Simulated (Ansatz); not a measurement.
**Structural energy differences of iridium**

All numbers below come from Ansatz 0.2.0, DFT, LDA (PW92), plane waves (420 eV) with PAW, scalar-relativistic. (PAW data from PBE, frozen cores regenerated.)

Each structure is relaxed within its own symmetry, so a high-lying one may be dynamically unstable.

Rank these structures of iridium by energy per atom, lowest first.
A. omega (AlB2-type)
B. A15
C. hcp
D. fcc
E. diamond
F. simple cubic
G. dhcp
H. bcc

D (0 meV/atom), G (39 meV/atom), C (84 meV/atom), A (370 meV/atom), B (573 meV/atom), H (699 meV/atom), F (1098 meV/atom), E (1228 meV/atom).

```
        structure  ΔE (meV/atom)  V (Å³/atom)                                    cell     magnetic state
              fcc              0        13.84                             a = 3.812 Å       non-magnetic
             dhcp             39        13.88  a = 2.697 Å, c = 8.811 Å (c/a = 3.267)  spin not included
              hcp             84        13.92  a = 2.705 Å, c = 4.391 Å (c/a = 1.623)  spin not included
omega (AlB2-type)            370        14.27  a = 4.313 Å, c = 2.658 Å (c/a = 0.616)  spin not included
              A15            573        14.40                             a = 4.866 Å  spin not included
              bcc            699        14.34                             a = 3.061 Å  spin not included
     simple cubic           1098        16.16                             a = 2.528 Å  spin not included
          diamond           1228        20.54                             a = 5.477 Å  spin not included
```

ΔE counts from fcc.

Differences under about 8 meV lie within the error of the k-point mesh.
